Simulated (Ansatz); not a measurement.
Compare A (`N=C1CCO1`) with its isomer B (`C=C(O)C=N`).

Gas-phase electronic energies from Ansatz, PBE0-D4/def2-TZVP geometries. CCSD(T)/CBS is the MP2 limit (def2-TZVPP, def2-QZVPP) plus CCSD(T) − MP2 in def2-TZVPP, frozen cores. DFT in def2-TZVPP. B3LYP here is the variant with VWN-RPA as its local correlation; programs differ in this. Each species was taken in one conformer, which may not be the lowest.

A:

```xyz
10

N     0.4170   -0.6488    1.9602
C     0.1909   -0.1659    0.8326
C    -0.2214   -0.7249   -0.5025
C    -0.1473    0.7357   -0.9493
O     0.2443    1.1339    0.3913
H     0.6802    0.0707    2.6314
H     0.5039   -1.4035   -0.9490
H    -1.2096   -1.1824   -0.5120
H    -1.0910    1.2033   -1.2325
H     0.6330    0.9820   -1.6702
```

B:

```xyz
10

C    -1.670   -0.003    0.221
C    -0.389   -0.371    0.130
O     0.044   -1.621    0.336
C     0.662    0.591   -0.212
N     1.853    0.161   -0.279
H    -1.940    1.028    0.039
H    -2.448   -0.710    0.473
H     1.009   -1.584    0.201
H     0.353    1.624   -0.390
H     2.525    0.884   -0.520
```

**Question.** Which is lower in electronic energy at CCSD(T)/CBS, and by how much? (Estimate.)

**Answer.** Computed: B, by 5.4 kcal/mol.

**Question.** Give E(B) − E(A) in kcal/mol with MP2/def2-TZVPP, B3LYP-D4, r2SCAN-D4, LDA (SPW92), CCSD(T)/def2-SVP, PBE-D4, HF/def2-TZVPP. (An estimate is asked.)

**Answer.** Ansatz gave: MP2/def2-TZVPP -3.7, B3LYP-D4 -6.6, r2SCAN-D4 -4.4, LDA (SPW92) -2.6, CCSD(T)/def2-SVP -4.1, PBE-D4 -3.8, HF/def2-TZVPP -4.3. None reverses the order clearly.

**Question.** Does the order hold for the free energy at 298.15 K (harmonic terms from PBE0-D4)? (An estimate is asked.)

**Answer.** Ansatz gave: Yes: G(B) − G(A) = -6.4 kcal/mol, for one conformer each.

Largest T1 diagnostic: 0.014.

From PBE to PBE0 (25 % exact exchange), in def2-TZVPP and without D4, E(B) − E(A) moves by +1.6 kcal/mol. Leaving LDA and LC-ωPBE aside and taking each functional with its dispersion term where it has one, the values, not all of them listed here, spread over 8.1 kcal/mol, from BLYP-D4 to ωB97X-V. LDA lies +1.0 kcal/mol from PBE without D4.
